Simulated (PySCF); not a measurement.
# N₂⁺: from constants to spectrum

UHF-CCSD(T) constants of N₂⁺, ²Σg⁺ (doublet), unpaired electrons σ ↑ (N def2-TZVPPD; no relativity (PySCF 2.14); masses 14.0031 and 14.0031 u):

| Quantity | Value |
| --- | --- |
| ωe | 2196.0 cm⁻¹ |
| ωexe | 15.8 cm⁻¹ |
| Be | 1.9135 cm⁻¹ |
| αe | 0.0186 cm⁻¹ |
| De to N⁺ + N | 8.41 eV |

(1) What force constant and bond length do these constants imply?

(2) Estimate the centrifugal constant D from the Kratzer relation and find the Dunham coefficient a1.

Correlated steps freeze 2 core orbitals. The state is the lowest determinant that a PBE0 search found; another state may lie lower at other levels.

## Answers

(1) Reduced mass μred = 7.0015 u; k = 5.8918×10⁻⁷·μred·ωe² (u, cm⁻¹, mdyn/Å) = 19.9 mdyn/Å; Re = √(16.8576/(μred·Be)) (u, cm⁻¹, Å) = 1.122 Å.

(2) D = 4Be³/ωe² = 5.81e-06 cm⁻¹; a1 = −1 − αeωe/(6Be²) = -2.86.
